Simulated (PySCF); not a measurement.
Species: C2H2F2.
Numbering: `[F:1]/[CH:2]=[CH:3]\[F:4]` (hydrogens: H5 on C2; H6 on C3)

Method used: core-valence-separated Tamm–Dancoff BHandHLYP/aug-pcX-1 (pcseg-1 on H) in PySCF, non-relativistic, gas phase, PBE0-D3(BJ)/def2-SVP geometry.

Computed carbon K-edge spectrum, Gaussian lines of 0.4 eV full width, highest printed point 100; it ends one width below the last computed root. BHandHLYP without relativity tends to put these K edges a few eV too low, so spacings mean more than positions.

photon energy (eV), absorption and a bar:
```
    284.6          1 
    284.7          7 ##
    284.8         22 #######
    284.9         51 ###############
    285.0         85 ##########################
    285.1        100 ##############################
    285.2         83 #########################
    285.3         49 ###############
    285.4         20 ######
    285.5          6 ##
    285.6          1 
    285.7          0 
    285.8          0 
    285.9          0 
    286.0          0 
    286.1          0 
    286.2          0 
    286.3          0 
    286.4          0 
    286.5          0 
    286.6          0 
    286.7          1 
    286.8          5 #
    286.9         15 #####
    287.0         33 ##########
    287.1         51 ###############
    287.2         56 #################
    287.3         44 #############
    287.4         24 #######
    287.5          9 ###
    287.6          3 #
    287.7          1 
    287.8          0 
    287.9          1 
    288.0          3 #
    288.1          8 ##
    288.2         16 #####
    288.3         23 #######
    288.4         24 #######
    288.5         18 #####
    288.6         10 ###
    288.7          4 #
    288.8          1 
    288.9          0 
    289.0          0 
    289.1          0 
    289.2          0 
    289.3          0 
    289.4          0 
    289.5          1 
    289.6          2 #
    289.7          5 #
    289.8          6 ##
    289.9          6 ##
    290.0          4 #
```

Task: Assign the maxima to core holes.

Result: 4 maxima:
- 285.1 eV: C2/C3 (vinylic C–F carbon), 285.10 eV, f = 0.136, sum of 2, 1s→π*, 100 % of the height at the exact maximum
- 287.2 eV: C2/C3 (vinylic C–F carbon), 287.18 eV, f = 0.069, 89 % of the height at the exact maximum
- 288.4 eV: C2/C3 (vinylic C–F carbon), 288.36 eV, f = 0.034, sum of 2, 100 % of the height at the exact maximum
- 289.8 eV: C2/C3 (vinylic C–F carbon), 289.85 eV, f = 0.008, sum of 2, 95 % of the height at the exact maximum

Roots within 0.03 eV on the same or equivalent atoms count as one line; shares under 12 % aren't listed.

Vibrational structure and lifetime widths aren't in the curve. The ionisation threshold wasn't computed; near and above it a finite basis only mimics Rydberg series and continuum.
